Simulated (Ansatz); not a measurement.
`C/N=C/Cl`, 8 atoms. Charge 0, multiplicity 1. All runs use 2 threads of an AMD EPYC 7B13 on a shared host. Correlated methods freeze the cores.

Problem. How many basis functions does each run have, and how long does it take in Ansatz? RKS B97M-V/def2-TZVPP energy; RHF-MP2/def2-QZVPP energy; RKS ωB97M-V/def2-SVP energy; RKS PBE0-D4/def2-QZVPP energy; RHF-CCSD(T)/def2-TZVPP energy; RKS PBE0-D4/def2-TZVP frequencies; RKS CAM-B3LYP-D4/def2-TZVPP energy; RKS PBE0-D4/def2-TZVP relaxation (7 steps); RKS ωB97M-V/def2-TZVPP energy and forces; RKS PBE0-D4/def2-SVP energy; RKS ωB97M-V/def2-QZVPP energy; direct RPA on PBE orbitals/def2-TZVPP energy. (Estimate.)

Solution. Computed: Other jobs shared the machine, so times are rough.

```tsv
level	job	functions	wall time	peak host memory (GiB)
RKS PBE0-D4/def2-SVP	energy	80	0.95 s	0.15
RKS CAM-B3LYP-D4/def2-TZVPP	energy	191	2.3 s	0.4
RKS ωB97M-V/def2-SVP	energy	80	2.7 s	0.22
direct RPA on PBE orbitals/def2-TZVPP	energy	191	3.6 s	0.37
RKS PBE0-D4/def2-QZVPP	energy	361	5.5 s	0.89
RKS B97M-V/def2-TZVPP	energy	191	5.5 s	0.27
RKS ωB97M-V/def2-TZVPP	energy and forces	191	7.5 s	0.53
RKS ωB97M-V/def2-QZVPP	energy	361	12 s	1.1
RHF-MP2/def2-QZVPP	energy	361	14 s	1.5
RKS PBE0-D4/def2-TZVP	relaxation (7 steps)	154	18 s	0.33
RHF-CCSD(T)/def2-TZVPP	energy	191	41 s	2.1
RKS PBE0-D4/def2-TZVP	frequencies	154	77 s	0.36
```
